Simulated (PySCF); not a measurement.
# Static response to an electric field

Compound: C4H12N2.
Cartesian coordinates in Å at the PBE0-D3(BJ)/def2-SVP level; atoms count from 1:
```
atom  x, y, z in Å
C1    -0.3349   -0.6721   -1.2923
C2     0.1670    0.1116   -0.0882
C3     1.4379   -0.5064    0.4908
N4     2.5137   -0.5335   -0.4803
C5    -0.9020    0.2580    1.0018
N6    -2.1343    0.9198    0.6316
H7    -0.6866   -1.6719   -0.9848
H8     0.4758   -0.8125   -2.0204
H9    -1.1704   -0.1589   -1.7926
H10    0.4263    1.1358   -0.4276
H11    1.2153   -1.5478    0.7853
H12    1.6896    0.0283    1.4327
H13    3.3222   -1.0278   -0.1113
H14    2.8250    0.4142   -0.6862
H15   -0.4630    0.7988    1.8588
H16   -1.1542   -0.7476    1.3856
H17   -1.9396    1.8451    0.2527
H18   -2.6116    0.4051   -0.1050
```

Level: PBE0/def2-SVPD (PySCF), static field, nuclei fixed, core orbitals frozen in the response. The polarisability tensor in these axes (au):

```
x   76.50 -3.92 -0.95
y   -3.92 63.67  1.66
z   -0.95  1.66 67.85
```

Diagonalise the tensor; give its mean and Δα, where Δα² is half the sum of the squared differences of the eigenvalues.

Principal values 62.24, 67.99 and 77.79 au; mean 69.34 au = 10.28 Å³ = 11.43 × 10⁻⁴⁰ C²·m²/J; Δα = 13.62 au (20 % of the mean).

What is the dipole moment, and where does it point?

(1.46, 0.47, -0.17) D, 1.55 D in size, pointing from the negative to the positive side. Measured along this direction, the outermost atoms are H18 at the negative end and H14 and H13 at the positive end.

In a dilute gas of rigid molecules at 273 K, how does the orientational term μ²/3kT compare with the electronic polarisability?

In Gaussian units μ²/3kT = 21.12 Å³ against 10.28 Å³, a ratio of 2.06; the Debye molar polarisation (4π/3)N_A(α + μ²/3kT) is 79.2 cm³/mol, leaving out the vibrational part.

What are the principal values of the traceless quadrupole moment, Θ = ½Σq(3rr − r²1), about the centre of nuclear charge?

-12.95, 5.40, 7.55 D·Å. The values depend on the origin, since the dipole doesn't vanish. The electronic extent ⟨r²⟩ about the same centre is 789 bohr², a root-mean-square distance of 2.10 Å for the 50 electrons.

Along which axes do the principal values lie, and how far do the nuclei extend along each?

Largest value along (0.95, -0.28, -0.14), where the nuclei span 6.04 Å; middle along (0.20, 0.19, 0.96), 3.86 Å; least along (0.24, 0.94, -0.24), 2.78 Å. The response follows the extents in order.

Find the Langevin capture rate constant for H3O+ (19.018 u) meeting this molecule (88.100 u), k = 2.342 × 10⁻⁹ cm³/s × √(α in Å³ / reduced mass in u).

The reduced mass is 15.64 u, so k = 1.90 × 10⁻⁹ cm³/s. The formula leaves out the permanent dipole, which adds to the capture rate.

What depolarisation ratio follows for Rayleigh scattering of linearly polarised light, taking the static tensor?

ρ = 3Δα²/(45ᾱ² + 4Δα²) = 556.4/(216360 + 741.9) = 0.00256.

Isolated species at its PBE0-D3(BJ)/def2-SVP geometry (one conformer only).
